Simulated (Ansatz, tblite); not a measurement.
# The cluster Li₂S: charged states by level of theory

The task here is to estimate one member of a computed series from the others.

The runs use Ansatz 0.2.0, Gaussian basis; as each input shows.

Plan: charge +1 doublet, at the geometry of the singlet (PBE0-D4/def2-TZVP, PBE-D4/def2-TZVP, r2SCAN-D4/def2-TZVP, CCSD(T)/def2-TZVPP); charge -1 doublet, at the geometry of the singlet (PBE0-D4/def2-TZVPD, PBE-D4/def2-TZVPD, r2SCAN-D4/def2-TZVPD, CCSD(T)/def2-TZVPD); the starting singlet's energies come from earlier runs.

## The relaxed structure

The geometry is that of the singlet, from an earlier relaxation (PBE0-D4/def2-TZVP). At that level it is the lowest of the isomers that a small search found.

3 atoms, charge 0, spin multiplicity 1.

Atoms are counted from 1 here; the program's logs count them from 0.

Bond lengths: Li1–S3 2.071 Å, Li2–S3 2.071 Å. Angles: Li1–S3–Li2 135.1°.

Set-up of the first run:

in.yaml

```yaml
crystal:
  periodic: [false, false, false]
  atoms:
    - {symbol: Li, position_ang: [1.145843, -1.491784, -0.440098]}
    - {symbol: Li, position_ang: [-0.992330, 1.371976, 0.930036]}
    - {symbol: S, position_ang: [-0.153513, 0.119808, -0.489938]}
basis:
  gaussian: {orbitals: def2-TZVP}
total_charge: 1
magnetization: {spin_polarized: true, initial_magnetization: 1}
hamiltonian: {xc: pbe0, dispersion: d4}
output: {orbitals: {seedname: orbitals}}
```

On the command line:

```
ansatz run in.yaml --threads 4 --pin off --events-out ev --progress --plain --max-ram 3916MiB
```

Steps of the session up to this table: Charge +1 doublet at the fixed geometry, PBE0-D4/def2-TZVP; Charge +1 doublet at the fixed geometry, PBE-D4/def2-TZVP; Charge +1 doublet at the fixed geometry, r2SCAN-D4/def2-TZVP; Charge +1 doublet at the fixed geometry, CCSD(T)/def2-TZVPP.

One table of the session follows, with a row left open; its other results are not shown here.

It belongs to the step «Vertical ionisation energy». 

```
             method  vertical ionisation energy (eV)
      HF/def2-TZVPP                             5.29
   PBE-D4/def2-TZVP                             6.66
r2SCAN-D4/def2-TZVP                             6.54
  PBE0-D4/def2-TZVP                             6.54
     MP2/def2-TZVPP                             6.51
    CCSD/def2-TZVPP                                ?
 CCSD(T)/def2-TZVPP                             6.40
```

Estimate the missing values for CCSD/def2-TZVPP.

**Answer.** vertical ionisation energy (eV): 6.30. In the column «vertical ionisation energy (eV)» it lies between HF/def2-TZVPP (5.29) and CCSD(T)/def2-TZVPP (6.40).

Caveats from the session: The anion's highest level is positive in at least one run, so there the basis alone may hold the extra electron.
